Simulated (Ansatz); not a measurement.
**SiH4S (Si(SH)H3): methods side by side**

SiH4S: 6 atoms, total charge 0, spin state singlet. As SMILES, `[H][Si]([H])([H])S`. Geometry: relaxed at GFN2-xTB.

```xyz
6

Si    0.2012   -0.0145   -0.5446
S     0.2537    0.0198    1.6015
H    -1.0568    0.0599    1.7952
H     1.6060   -0.0207   -0.9100
H    -0.5032    1.1806   -0.9902
H    -0.5009   -1.2251   -0.9520
```

Each level gives the energy change with the Si1–H6 bond stretched from 1.458 to 1.822 Å (eV). The values are calculated.

```csv
level,kind,program,value (eV),less FCI/STO-3G
SVWN5/STO-3G (restricted),LDA,Ansatz,1.04,-0.04
PBE/STO-3G (restricted),GGA,Ansatz,0.99,-0.09
r2SCAN/STO-3G (restricted),meta-GGA,Ansatz,1.09,+0.01
r2SCAN0/STO-3G (restricted),hybrid meta-GGA,Ansatz,1.22,+0.14
HSE06/STO-3G (restricted),range-separated hybrid,Ansatz,1.15,+0.07
wB97M-V/STO-3G (restricted),range-separated hybrid,Ansatz,1.20,+0.12
B2PLYP/STO-3G (restricted),double hybrid,Ansatz,1.19,+0.11
RPA@PBE/STO-3G (restricted),RPA,Ansatz,1.05,-0.03
CCSDTQ/STO-3G (restricted),coupled cluster or CI,Ansatz,1.08,0.00
FCI/STO-3G,exact in the basis,Ansatz,1.08,0.00
```

FCI/STO-3G is exact within its basis and frozen core, so for wave-function methods in that basis the difference is their error; functionals converge differently with the basis, so for them it is only a difference. The first shape isn't each level's own minimum. The values span 0.99 to 1.22 eV. All rows use very small basis sets, so even the best lies far from the true value.
